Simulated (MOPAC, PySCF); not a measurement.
C2H6O, SMILES `COC`, neutral singlet in the gas phase. 

Z-matrix (Å, degrees):
```
O
C 1 1.3998
C 1 1.3998 2 113.17
H 2 1.1001 1 108.00 3 -180.00
H 3 1.1001 1 108.00 2 -180.00
H 3 1.1103 5 108.49 1 121.70
H 2 1.1103 4 108.49 1 121.70
H 2 1.1103 4 108.49 7 116.61
H 3 1.1103 5 108.49 6 116.61
```
Charge 0, spin multiplicity 1.

All levels are single points at this geometry (B3LYP-D3(BJ)/def2-SVP); Pople sets use spherical d functions. Orbital energies aren't observables, and empty levels follow the basis.

| level | HOMO (eV) | LUMO (eV) | gap (eV) | dipole (D) | vertical IE, Delta-SCF (eV) |
|---|---|---|---|---|---|
| B3LYP-D3(BJ)/def2-TZVP in PySCF | -7.21 | 1.01 | 8.22 | 1.19 | 9.95 |
| M06-2X/def2-TZVP in PySCF | -9.04 | 2.04 | 11.08 | 1.26 | 10.15 |
| B3LYP/6-311+G** in PySCF | -7.24 | 0.15 | 7.40 | 1.38 | – |
| BP86/6-31G* in PySCF | -5.58 | 1.78 | 7.37 | 1.12 | – |
| M06-2X/6-31G* in PySCF | -8.78 | 3.68 | 12.45 | 1.29 | – |
| PBE/6-31G* in PySCF | -5.45 | 1.86 | 7.31 | 1.12 | 9.53 |
| SVWN5/6-31G* in PySCF | -5.51 | 1.60 | 7.11 | 1.16 | 9.65 |
| PM3 in MOPAC | -10.66 | 3.07 | 13.73 | 1.24 | – |
| PM6 in MOPAC | -9.70 | 2.44 | 12.13 | 1.90 | – |
